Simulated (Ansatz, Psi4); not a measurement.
## Exact exchange and the vertical energy of the triplet above the singlet of CO2 (carbon dioxide)

CO2: 3 atoms, total charge 0, spin state singlet. As SMILES, `O=C=O`. Geometry: relaxed at PBE0-D4/def2-TZVP.

The vertical energy of the triplet above the singlet y, in eV, basis cc-pVTZ; a is the functional's share of exact exchange. Programs: Ansatz 0.2.0, Psi4 1.11.

```
functional  program     a  y (eV)
    r2SCAN     Psi4     0    8.02
       PBE     Psi4     0    8.02
     B3LYP     Psi4   0.2    7.99
      PBE0     Psi4  0.25       ?
   r2SCAN0   Ansatz  0.25    7.96
     BHLYP     Psi4   0.5    7.92
```

Question: Fit y = c + s·a to the known rows and predict PBE0.

Answer: 
1. Means of the 5 rows: a = 0.1900, y = 7.982.
2. Σ(Δa)² = 0.172, Σ(Δa·Δy) = -0.0349, so the slope is -0.0349/0.172 = -0.20291.
3. Intercept: 7.982 − (-0.20291) × 0.1900 = 8.021. The largest residual of the fit is 0.010.
4. PBE0: 8.021 + (-0.20291) × 0.25 = 7.97 eV.

The run gave 8.01 eV, so the prediction is off by -0.04 eV, more than the largest residual. Exact exchange favours the state with more unpaired electrons. The rows mix families of semi-local functionals, which the line can't see.
